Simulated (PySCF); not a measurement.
One molecule, one basis, several functionals.

Compound: C5H10S.
SMILES: `CC/C=C\SC`

Torsions of this conformer, `[CH3:1][CH2:2]/[CH:3]=[CH:4]\[S:5][CH3:6]`: C1–C2–C3–C4 -129°, C3–C4–S5–C6 153°.

PySCF, def2-SVPD basis, density fitting, gas phase, PBE0-D3(BJ)/def2-SVP geometry; singlet excitations by full TDDFT with frozen cores, triplets by Tamm–Dancoff TDDFT and ionisation energies by ΔSCF, from the lowest of the holes tried. One functional is left out:

```tsv
functional	exact exchange (%)	HOMO energy (eV)	LUMO energy (eV)	lowest singlet excitation (eV)	lowest triplet excitation (eV)	dipole moment (D)	mean polarisability (au)	vertical ionisation energy (eV)
LDA	0	-5.09	-1.03	4.71	3.72	1.165	92.2	8.00
PBE	0	-4.98	-0.84	4.73	3.63	1.144	91.0	7.83
PBE0	25	-6.03	0.09	5.17	3.72	1.203	87.7	7.95
BHandHLYP	50	-6.98	1.00	5.44	3.76	1.211	85.9	7.91
```

**Question.** Predict the row of B3LYP (20 % exact exchange) by straight lines through the other rows, and check it.

**Answer.** 
```json
{"property": "HOMO energy (eV)", "line": "-5.82", "computed": "-5.83", "computed − line": "-0.01", "PBE0 (25 %), for comparison": "-6.03"}
{"property": "LUMO energy (eV)", "line": "-0.15", "computed": "-0.14", "computed − line": "+0.01", "PBE0 (25 %), for comparison": "0.09"}
{"property": "lowest singlet excitation (eV)", "line": "5.03", "computed": "5.04", "computed − line": "+0.01", "PBE0 (25 %), for comparison": "5.17"}
{"property": "lowest triplet excitation (eV)", "line": "3.71", "computed": "3.75", "computed − line": "+0.04", "PBE0 (25 %), for comparison": "3.72"}
{"property": "dipole moment (D)", "line": "1.182", "computed": "1.153", "computed − line": "-0.029", "PBE0 (25 %), for comparison": "1.203"}
{"property": "mean polarisability (au)", "line": "89.1", "computed": "88.7", "computed − line": "-0.4", "PBE0 (25 %), for comparison": "87.7"}
{"property": "vertical ionisation energy (eV)", "line": "7.92", "computed": "7.96", "computed − line": "+0.04", "PBE0 (25 %), for comparison": "7.95"}
```

**Question.** Which of these properties follows the share of exact exchange most closely, and which least?

**Answer.** Most closely the HOMO energy, least the vertical ionisation energy; the correlations over the tabulated rows are HOMO energy -0.999, LUMO energy 0.996, lowest singlet excitation 0.992, mean polarisability -0.970, dipole moment 0.910, lowest triplet excitation 0.744, vertical ionisation energy 0.012. The HOMO energy moves by -0.390 eV for every 10 %. Functionals with the same share still differ in their other parts: at 0 % LDA and PBE differ by 0.11 eV in it.
